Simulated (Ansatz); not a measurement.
Born–Oppenheimer molecular dynamics of CH2BLi (5 atoms, charge 0, multiplicity 1). It goes on from the last frame of an earlier run, with new velocities.

All numbers below come from Ansatz 0.2.0, RKS LDA/def2-SVPD.

```json
{
 "ensemble": "NVE (velocity Verlet)",
 "time step": "1 fs",
 "steps asked": "150",
 "starting velocities drawn for": "400 K",
 "masses": "H 10 u",
 "seed": "152991"
}
```

First frame:

```xyz
5
Properties=species:S:1:pos:R:3
Li -2.719 0.710 0.454
B -0.702 0.248 0.421
C 0.600 0.322 -0.004
H 0.640 -0.662 -0.589
H 1.517 0.951 -0.069
```

How far do the bonds stretch over the last three quarters of this one trajectory? (Pairs bonded in most of those frames.)


```csv
bond,mean (Å),spread (Å),shortest,longest
Li1–B2,2.104,0.020,2.07,2.16
B2–C3,1.406,0.027,1.35,1.46
C3–H4,1.125,0.046,1.04,1.19
C3–H5,1.110,0.038,1.04,1.17
```

Mean temperature of the second half: 372 K. The conserved energy stayed within 0.36 meV per atom of its start (net change 0.091 meV per atom), so the integration is sound. A run of 0.15 ps of so small a system gives no equilibrium averages.

The run took 81 s on 1 thread of Arm Neoverse V1, on a shared host, peak memory 0.22 GiB.
